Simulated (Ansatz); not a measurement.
Two isomers of C3H6O3: A = `COC=C(O)O`, B = `COCC(=O)O`.

Gas-phase electronic energies from Ansatz, PBE0-D4/def2-TZVP geometries. CCSD(T)/CBS is the MP2 limit (def2-TZVPP, def2-QZVPP) plus CCSD(T) − MP2 in def2-TZVPP, frozen cores. Functionals use def2-TZVPP. B3LYP here is the variant with VWN-RPA as its local correlation; programs differ in this. Each species was taken in one conformer, which may not be the lowest.

Question: Which isomer does CCSD(T)/CBS put lower? Give the gap. (Best estimate.)

Answer: Ansatz gave: B, by 23.2 kcal/mol.

Question: Give E(B) − E(A) in kcal/mol with PBE0-D4, B3LYP-D4, HF/def2-TZVPP, ωB97M-V, B2PLYP, r2SCAN-D4, B3LYP. (Estimate.)

Answer: The calculation gave: PBE0-D4 -23.0, B3LYP-D4 -23.5, HF/def2-TZVPP -26.7, ωB97M-V -23.7, B2PLYP -24.4, r2SCAN-D4 -24.0, B3LYP -23.2. None reverses the order clearly.

Largest T1 diagnostic: 0.014.

In def2-TZVPP, CCSD(T) changes the Hartree–Fock value by +2.5 kcal/mol (the triples alone add +0.0 kcal/mol) and MP2 by +2.0 kcal/mol.
